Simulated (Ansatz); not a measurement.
**C₃H₆FN: basis-set convergence**

One table from this session's results is given with a row withheld; the runs are named, their logs left out.

Computed with Ansatz 0.2.0, Gaussian basis. Level: one geometry, several basis sets.

Levels to be run: PBE0-D4/def2-SVP; ωB97M-V/def2-SVP; PBE0-D4/def2-QZVPP; ωB97M-V/def2-QZVPP; the functionals' def2-TZVPP values are taken from earlier runs.

### Structure used throughout

The geometry comes from an earlier relaxation with PBE0-D4 in a triple-zeta def2 set; it is a stationary point, not always the lowest conformer.

11 atoms, charge 0, spin multiplicity 1.

Atoms are counted from 1 here; the program's logs count them from 0.

Bond lengths: C1–C2 1.517 Å, C1–H6 1.092 Å, C1–H7 1.092 Å, C1–H8 1.091 Å, C2–N3 1.448 Å, C2–H9 1.095 Å, C2–H10 1.095 Å, N3–C4 1.238 Å, C4–F5 1.350 Å, C4–H11 1.086 Å. Angles: C2–C1–H6 110.3°, C2–C1–H7 110.8°, C2–C1–H8 110.6°, H6–C1–H7 108.2°, H6–C1–H8 108.7°, H7–C1–H8 108.1°, C1–C2–N3 110.0°, C1–C2–H9 109.3°, C1–C2–H10 110.5°, N3–C2–H9 106.7°, N3–C2–H10 112.7°, H9–C2–H10 107.5°, C2–N3–C4 121.8°, N3–C4–F5 125.4°, N3–C4–H11 124.1°, F5–C4–H11 110.5°.

The first run:

Input file in.yaml:

```yaml
crystal:
  periodic: [false, false, false]
  atoms:
    - {symbol: C, position_ang: [-0.998129, 0.618653, 0.982300]}
    - {symbol: C, position_ang: [0.375890, 0.246582, 0.456539]}
    - {symbol: N, position_ang: [0.305314, -1.002526, -0.272905]}
    - {symbol: C, position_ang: [0.694972, -1.097077, -1.444692]}
    - {symbol: F, position_ang: [1.229349, -0.094699, -2.173737]}
    - {symbol: H, position_ang: [-0.937954, 1.518573, 1.597940]}
    - {symbol: H, position_ang: [-1.689112, 0.813911, 0.159509]}
    - {symbol: H, position_ang: [-1.410528, -0.191313, 1.586362]}
    - {symbol: H, position_ang: [1.052538, 0.079798, 1.300546]}
    - {symbol: H, position_ang: [0.791458, 1.063020, -0.142492]}
    - {symbol: H, position_ang: [0.651404, -2.011920, -2.028670]}
basis:
  gaussian: {orbitals: def2-SVP}
hamiltonian: {xc: pbe0, dispersion: d4}
output: {orbitals: {seedname: orbitals}}
```

Command:

```console
$ ansatz run in.yaml --threads 4 --pin off --events-out ev --progress --plain --max-ram 10444MiB
```

Steps of the session up to this table: PBE0-D4 in def2-SVP; ωB97M-V in def2-SVP; PBE0-D4 in def2-QZVPP; ωB97M-V in def2-QZVPP.

One of the session's tables, all rows but one given; the rest of the session is left out.

It belongs to the step «Functionals by basis». 

| functional | basis | HOMO (eV) | LUMO (eV) |
| --- | --- | --- | --- |
| PBE0-D4 | def2-SVP | -7.82 | 0.32 |
| PBE0-D4 | def2-TZVPP | -7.99 | 0.09 |
| PBE0-D4 | def2-QZVPP | -8.02 | 0.00 |
| ωB97M-V | def2-SVP | ? | ? |
| ωB97M-V | def2-TZVPP | -10.38 | 2.28 |
| ωB97M-V | def2-QZVPP | -10.41 | 1.92 |

Q: Estimate the row for ωB97M-V, def2-SVP from the others.

**Answer.** HOMO (eV): -10.18; LUMO (eV): 2.65. In the column «HOMO (eV)» it lies between ωB97M-V, def2-TZVPP (-10.38) and PBE0-D4, def2-QZVPP (-8.02).
